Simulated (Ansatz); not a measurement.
`[NH2][AlH][NH2]` + H₂ → `[NH2][AlH2]` + NH₃ at 600 K and 1 bar (hydrogenolysis of the Al–N bond).

Isolated molecules relaxed with PBE0-D4/def2-TZVP in Ansatz; ΔE leaves out vibrations. CBS: def2 TZ/QZ extrapolation, frozen cores. Each species was taken in one conformer, which may not be the lowest.

```json
{"species": "`[NH2][AlH][NH2]`", "CCSD(T)/CBS energy (Eh)": "-354.49863", "H − E (kJ/mol)": "201.8", "S (J/(mol·K))": "365.5"}
{"species": "H₂", "CCSD(T)/CBS energy (Eh)": "-1.17463", "H − E (kJ/mol)": "43.9", "S (J/(mol·K))": "150.8"}
{"species": "`[NH2][AlH2]`", "CCSD(T)/CBS energy (Eh)": "-299.14090", "H − E (kJ/mol)": "138.4", "S (J/(mol·K))": "304.9"}
{"species": "NH₃", "CCSD(T)/CBS energy (Eh)": "-56.50568", "H − E (kJ/mol)": "112.4", "S (J/(mol·K))": "219.5"}
```

H − E and S are ideal-gas, rigid-rotor, harmonic terms from PBE0-D4/def2-TZVP, for one conformer and one mirror image of each species. 1 Eh = 2625.50 kJ/mol, R = 8.31446 J/(mol·K).

Task: By hand: ΔE, ΔH, ΔS and ΔG.

Result: ΔE = (-299.14090) + (-56.50568) − (-354.49863) − (-1.17463) = 0.02668 Eh = 70.0 kJ/mol. Δ(H − E) = 138.4 + 112.4 − 201.8 − 43.9 = 5.1, so ΔH = 75.1 kJ/mol. ΔS = 304.9 + 219.5 − 365.5 − 150.8 = 8.1 J/(mol·K). ΔG = 75.1 − 600 × (8.1)/1000 = 70.2 kJ/mol.

Task: By hand: the equilibrium constant, and the temperature at which ΔG would vanish if ΔH and ΔS stayed fixed.

Result: log₁₀ K = −ΔG/(RT ln 10) = -6.1. ΔG = 0 at ΔH/ΔS = 9272 K, far beyond where these terms or the molecules hold.

The number of gas molecules stays the same, so ΔS is small and ΔH decides. A doubt of 5 kJ/mol in ΔE shifts log₁₀ K by 0.4 here. Other conformers and mirror images would add mixing entropy, several J/(mol·K) or more a flexible species. These are equilibria of isolated gas molecules and say nothing of rates. Largest T1 diagnostic: 0.011 (customary marks: 0.02 for closed shells, 0.045 for open ones).
